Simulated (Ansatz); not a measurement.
# OCS (carbonyl sulfide) at 5 levels

We compute a comparison of 5 runs (UHF/STO-3G, B2PLYP/STO-3G, CAM-B3LYP/STO-3G, HSE06/STO-3G, CCSD(T)/STO-3G) of OCS (carbonyl sulfide). 

Program for the calculation: Ansatz 0.2.0.

50 further runs of the same task are left out: 2 that didn't finish, 48 set aside as unsound or not needed.

## 1. The molecule

The species is OCS (3 atoms), meant as a singlet with charge 0. SMILES: `O=C=S`. The C2–O1 distance was set to 2.305 Å, away from the relaxed value. At this shape a bond of the SMILES string is far longer than usual.

Bond lengths: C2–S3 1.558 Å. A long bond or contact: O1–C2 2.305 Å.

## 2. The energy at UHF/STO-3G (run 1)

Contents of input.yaml:

```yaml
basis:
  gaussian: {orbitals: STO-3G}
crystal:
  periodic: [false, false, false]
  atoms:
    - {symbol: O, position_ang: [1.747211, 1.296998, 1.103201]}
    - {symbol: C, position_ang: [0.096740, 0.071800, 0.061080]}
    - {symbol: S, position_ang: [-1.018720, -0.756210, -0.643230]}
magnetization: {spin_polarized: true}
hamiltonian: {xc: hf}
accuracy: high
```

Launch:

```console
ansatz run input.yaml --threads 1 --pin off --max-ram 3480MiB --events-out events.jsonl --progress --plain --runs-dir runs
```

Output:

```text
Warning: RAYON_NUM_THREADS=1 ignored (pool sized by the plan → 1); use --threads N
[... 71 lines left out ...]
Total energy: -13720.50470784 eV, -504.2192479211 hartree
```

It took 11 s on 1 thread of Intel Xeon 6975P-C (Granite Rapids), shared host.

## 3. A single-point energy at B2PLYP/STO-3G (run 2)

Contents of run.yaml:

```yaml
crystal:
  periodic: [false, false, false]
  atoms:
    - {symbol: O, position_ang: [1.747211, 1.296998, 1.103201]}
    - {symbol: C, position_ang: [0.096740, 0.071800, 0.061080]}
    - {symbol: S, position_ang: [-1.018720, -0.756210, -0.643230]}
basis:
  gaussian:
    orbitals: STO-3G
hamiltonian:
  xc: {name: B2PLYP}
correlation:
  frozen_orbitals: {C: 1, O: 1, S: 5}
accuracy: high
```

Launch:

```console
ansatz run run.yaml --threads 1 --pin off --max-ram 3480MiB --events-out events.jsonl --progress --plain --runs-dir runs
```

Output, cut to the lines that bear on the results:

```text
Warning: RAYON_NUM_THREADS=1 ignored (pool sized by the plan → 1); use --threads N
Functional definition: B2PLYP
  name "B2PLYP"
[...]
313 factors; integrals over basis functions are off by at most 1.6e-8 eV
[...]
mean field -13739.88269382 eV, -504.9313757709 hartree, gradient 1.9e-8 eV, S^2 0.000000; 4 other end points of the search recorded, 0 dependent functions left out; unrestricted orbitals would lower it
7 core orbitals not correlated: weight in the atoms' cores, before any rotation towards them, 1.000 or more for the frozen orbitals, at most 0.000 for the correlated occupied ones
reference -13739.88270746 eV, -504.9313762720 hartree; 8, 8 occupied and 4, 4 virtual orbitals, 313 factors
second order -5.76777133 eV of doubles, -0.00000000 eV of singles
Total energy: -13741.44000571 eV, -504.9886059274 hartree
```

Wall time 0.84 s (1 thread of Intel Xeon 6975P-C (Granite Rapids), shared host).

Runs 3 to 4 aren't shown in full; the table further down has their settings and results.

## 4. The energy at CCSD(T)/STO-3G (run 5)

Contents of job.yaml:

```yaml
crystal:
  periodic: [false, false, false]
  atoms:
    - {symbol: O, position_ang: [1.747211, 1.296998, 1.103201]}
    - {symbol: C, position_ang: [0.096740, 0.071800, 0.061080]}
    - {symbol: S, position_ang: [-1.018720, -0.756210, -0.643230]}
basis:
  gaussian:
    orbitals: STO-3G
scf:
  omitted_lower_state_checks: [cluster_reference, increment]
correlation:
  method: ccsd_t
  frozen_orbitals: {C: 1, O: 1, S: 5}
magnetization:
  spin_polarized: false
accuracy: high
```

Launch:

```console
ansatz run job.yaml --threads 1 --pin off --max-ram 3480MiB --events-out events.jsonl --progress --plain --runs-dir runs
```

Output:

```text
Warning: RAYON_NUM_THREADS=1 ignored (pool sized by the plan → 1); use --threads N
[... 18 lines left out ...]
7 core orbitals not correlated: weight in the atoms' cores, before any rotation towards them, 1.000 or more for the frozen orbitals, at most 0.000 for the correlated occupied ones
[... 45 lines left out ...]
Total energy: -13723.28887970 eV, -504.3215643497 hartree
Checks for a lower state left out: cluster_reference, increment
```

Wall time 0.34 s (1 thread of Intel Xeon 6975P-C (Granite Rapids), shared host).

## 5. Overview of the runs

| run | level | frozen core orbitals | energy (Eh) | wall time |
| --- | --- | --- | --- | --- |
| 1 | UHF/STO-3G | – | -504.219248 | 11 s |
| 2 | B2PLYP/STO-3G | 7 | -504.988606 | 0.84 s |
| 3 | CAM-B3LYP/STO-3G | – | -505.192392 | 0.56 s |
| 4 | HSE06/STO-3G | – | -505.016061 | 0.58 s |
| 5 | CCSD(T)/STO-3G | 7 | -504.321564 | 0.34 s |

## 6. Summary of results

| quantity | value |
| --- | --- |
| run 5: total energy | -504.32156 Eh |
| run 5: correlation energy (7 core orbitals frozen) | -174.9 mEh |
| run 5: (T) correction | -9.39 mEh |
| run 5: T1 diagnostic | 0.028 |

Totals of different functionals can't be ranked against each other. In runs 2, 5 the log says that unrestricted orbitals would lower the reference, so the values rest on an unstable closed-shell determinant (other closed-shell runs at this shape may share the fault). In runs 1, 2, 3, 4, 5 the basis is minimal, so the values are rough. Spin contamination of the reference: run 1 ⟨S²⟩ = 1.05. Where it is this large, the reference is a mixture of spin states, and values that rest on it are in doubt. All runs together took 13 s, the longest 11 s.
